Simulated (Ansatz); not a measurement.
Basis-set extrapolation for C8H18, SMILES `CCCCCCCC` (PBE0-D4/def2-TZVP geometry, frozen core, Ansatz 0.2.0). Multiplicity 1, RHF reference.

|  | def2-TZVPP | def2-QZVPP |
| --- | --- | --- |
| HF | -313.550148 | -313.565069 |
| MP2 correlation | -1.414578 | -1.501699 |
| CCSD(T) correlation | -1.565354 | not run |

Energies in hartree. Use E(X) = E(∞) + A·exp(−7.88·√X) for Hartree–Fock and E(X) = E(∞) + B·X^(−2.97) for correlation, with X = 3 and 4, and add CCSD(T) minus MP2 of the smaller set to the MP2 limit.

Task: What is the CCSD(T) energy at the basis-set limit?

Result: HF limit: -313.565069 + (-0.014921) × 0.13774 = -313.56712. MP2 limit: -1.501699 + (-0.087121) × 0.74074 = -1.56623. Higher-order term: -1.565354 − (-1.414578) = -0.15078. Total: -315.28413 hartree, 105.8 kcal/mol below CCSD(T)/def2-TZVPP.
